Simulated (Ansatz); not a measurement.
One starting cell of Al (a generated trial cell of Al in the trigonal-Te structure type) was relaxed twice with Ansatz (plane waves, PAW, scalar-relativistic): with r2SCAN at 500 eV and with PBE at 420 eV. The r2SCAN result:

Space group Fm-3m (No. 225); a = 3.991 Å, b = 3.991 Å, c = 3.991 Å, α = 90.00°, β = 90.00°, γ = 90.00°

```tsv
atom	site	symmetry	x	y	z
Al	4b	m-3m	0.5000	0.5000	0.5000
```
(The calculation used a cell of 1 atom; values per cell refer to that cell.)

```json
[
 {"quantity": "space group", "r2SCAN": "Fm-3m", "PBE": "Fm-3m"},
 {"quantity": "volume (Å³/atom)", "r2SCAN": "15.89", "PBE": "…"},
 {"quantity": "a (Å)", "r2SCAN": "3.991", "PBE": "…"},
 {"quantity": "gap (eV, no spin-orbit coupling)", "r2SCAN": "0.00", "PBE": "…"},
 {"quantity": "highest phonon at the sampled q (cm⁻¹)", "r2SCAN": "350", "PBE": "…"},
 {"quantity": "softest mode (cm⁻¹)", "r2SCAN": "no imaginary mode", "PBE": "…"}
]
```

Problem. What does PBE give for the same quantities?

Solution. 
- volume (Å³/atom), PBE: 16.48
- a (Å), PBE: 4.040
- gap (eV, no spin-orbit coupling), PBE: 0.00
- highest phonon at the sampled q (cm⁻¹), PBE: 320
- softest mode (cm⁻¹), PBE: no imaginary mode

Both levels end in the same structure; PBE's volume is 3.7 % larger. Neither column is exact.

No spin polarisation in the result.

Measured for Al: a 4.018 Å (static lattice; corrected from measurement; as listed in Daniel Mejia-Rodriguez, S. B. Trickey, Phys. Rev. B (2018)). Computed minus measured — a: r2SCAN -0.7 %, PBE +0.5 %. The computed values are for a static lattice.

The run could not lose the symmetry of its start.

Ansatz is an electronic-structure program.
